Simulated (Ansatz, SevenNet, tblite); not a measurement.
# Zinc-blende BP, elastic constant C12

Reference value: 100 GPa (measured, temperature not stated, no zero-point or thermal correction, our sources range from 83.0 to 100; as tabulated in Råsander and Moram (2015), arXiv:1505.02379).

```tsv
level (code)	value (GPa)	cell (Å³/atom)
GFN1-xTB (tblite)	93.5	11.96
SevenNet-l3i5	112	11.74
LDA (Ansatz)	84.4	11.32
PBE (Ansatz)	73.3	11.76
PBE-D3(BJ) (Ansatz)	79.8	11.45
r²SCAN+rVV10 (Ansatz)	[?]	11.63
HSE06 (Ansatz)	78.6	11.57
LC-ωPBE (Ansatz)	[?]	11.34
Hartree–Fock (Ansatz)	[?]	12.04
```

### Question
Complete the blanks.

### Answer

- r²SCAN+rVV10 (Ansatz, a program for electronic structure), value (GPa): 75.8
- LC-ωPBE (Ansatz), value (GPa): 88.3
- Hartree–Fock (Ansatz), value (GPa): 63.5

Differences against the reference: GFN1-xTB -6.5 %, SevenNet-l3i5 +12.0 %, LDA -15.6 %, PBE -27 %, PBE-D3(BJ) -20 %, r²SCAN+rVV10 -24 %, HSE06 -21 %, LC-ωPBE -11.7 %, Hartree–Fock -36 %.

The levels aren't ranked against this reference (sources at odds).

The reference isn't brought to a static lattice, while the calculations are for one, so the differences are not the levels' errors alone.  GFN1-xTB: the method was fitted mainly to molecules. GFN1-xTB: the run uses a supercell at the zone centre in place of a k mesh. PBE-D3(BJ): the dispersion coefficients are held fixed in the derivatives. Each level is taken at its own relaxed cell. Cutoffs and k meshes differ between the levels. Ansatz's density-functional and Hartree–Fock values are scalar-relativistic unless marked +SOC, with PAW data made under PBE.

Machine-learned potentials (SevenNet-l3i5) are trained on DFT data: a solid inside that data is no test of them.

Differences are worked out from the printed values.
